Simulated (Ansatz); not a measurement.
C4H8N2 can be A, `CN=CC(C)=N`, or B, `CC1(N)CC1=N`.

Calculated with Ansatz (gas phase, PBE0-D4/def2-TZVP geometries, no zero-point term in ΔE). CBS: MP2 limit from def2 TZ/QZ plus the TZ coupled-cluster correction, frozen cores. Functionals use def2-TZVPP. B3LYP here is the variant with VWN-RPA as its local correlation; programs differ in this. Each species was taken in one conformer, which may not be the lowest.

Question: Which isomer does CCSD(T)/CBS put lower? Give the gap. (An estimate is asked.)

Answer: Ansatz gave: A, by 101.3 kJ/mol.

Question: Give E(B) − E(A) in kJ/mol with CCSD(T)/def2-TZVPP, B3LYP, CCSD/def2-TZVPP, r2SCAN-D4, B2PLYP, B3LYP-D4, PBE-D4. (Estimate.)

Answer: Ansatz gave: CCSD(T)/def2-TZVPP 104.7, B3LYP 112.9, CCSD/def2-TZVPP 103.6, r2SCAN-D4 95.8, B2PLYP 109.5, B3LYP-D4 109.8, PBE-D4 90.9. None reverses the order clearly.

Largest T1 diagnostic: 0.012.

The D4 term adds −3.1 kJ/mol with B3LYP and −1.7 kJ/mol with PBE0; it sums over pairs of atoms, weighted by their polarisabilities, and B3LYP, whose exchange is more repulsive, gets the larger term. From PBE to PBE0 (25 % exact exchange), in def2-TZVPP and without D4, E(B) − E(A) moves by −5.2 kJ/mol.
